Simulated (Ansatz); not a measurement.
System: zinc-blende MgS (metastable phase). Method: PBE0 in Ansatz (plane waves, PAW).

Numerical settings: plane-wave cutoff 460 eV, 8×8×8 k mesh, Fermi–Dirac smearing 0.01 eV, scalar-relativistic PAW data made under PBE.

The direct gap at Γ against volume; x = 100 ln(V/22.656 Å³). One gap is withheld.

```tsv
V (Å³/atom)	x	gap (eV)
21.547	-5.02	5.490
22.114	-2.42	5.346
22.656	0.00	5.214
23.248	2.58	5.075
23.815	4.99	?
```

Q: Fit a straight line to the rows shown, give the volume deformation potential and predict the withheld gap.

A: Means of the 4 rows: x̄ = -1.215, ȳ = 5.2812 eV. Σ(x − x̄)(y − ȳ) = -1.7367 and Σ(x − x̄)² = 31.808, so the slope is -0.0546 eV per unit of x, and dE_g/d ln V = -5.5 eV. At x = 4.99: 5.2812 + (-0.0546) × (4.99 − (-1.215)) = 4.942 eV. The run gives 4.948 eV, 0.006 eV above the line, as the curve bends the same way over all rows.

Measured, for comparison: band gap 4.78 ± 0.1 eV (temperature not stated, extrapolated in composition from an alloy gap of 4.19 eV, direct; extrapolated from a Zn0.2Mg0.8S0.645Se0.355 epilayer; as tabulated in Lucero et al. (2012), arXiv:1111.4515). Computed (rounded) less measured: band gap +0.43 eV.

Ansatz is a quantum-chemistry and plane-wave program.
